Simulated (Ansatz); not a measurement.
Ansatz (a first-principles code) input (PBE/STO-3G):

Ansatz 0.2 input:
```yaml
crystal:
  periodic: [false, false, false]
  atoms:
    - {symbol: C, position_ang: [-0.00000000, -0.00000000, -0.51434199]}
    - {symbol: O, position_ang: [0.00000000, 0.00000000, 0.58709802]}
    - {symbol: H, position_ang: [-0.00000000, -0.00000000, -1.61073223]}
basis:
  gaussian:
    orbitals: STO-3G
hamiltonian:
  xc: {name: PBE}
total_charge: 1
output: {forces: true}
```

Output:

```
Functional definition: PBE
integrals: 0.00 GiB planned
149 factors; integrals over basis functions are off by at most 2.4e-5 eV
mean field: 0.04 GiB planned
mean field evaluation 1: about -3041.0948 eV, gradient 4.1e1 eV
mean field evaluation 2: about -3002.8032 eV, gradient 1.3e2 eV
mean field evaluation 4: about -3045.5765 eV, gradient 6.2e-1 eV
mean field evaluation 8: about -3045.5250 eV, gradient 3.1e-2 eV
mean field -3045.52503576 eV, -111.9209807330 hartree, gradient 4.1e-5 eV, S^2 0.000000; 0 other end points of the search recorded, 0 dependent functions left out
the calculation of the forces begins
reference -3045.52504569 eV, -111.9209810979 hartree; 7, 7 occupied and 4, 4 virtual orbitals, 149 factors
Total energy: -3045.52504569 eV, -111.9209810979 hartree
Atom 0 at    -0.000000    -0.000000    -0.514342 Å, force    -0.000000     0.000000   -12.351212 eV/Å
Atom 1 at     0.000000     0.000000     0.587098 Å, force     0.000000    -0.000000    14.366044 eV/Å
Atom 2 at    -0.000000    -0.000000    -1.610732 Å, force     0.000000    -0.000000    -2.014832 eV/Å
Dipole moment:     0.000000    -0.000000    -0.643526 e Å
```

The dipole moment of an ion depends on the origin.
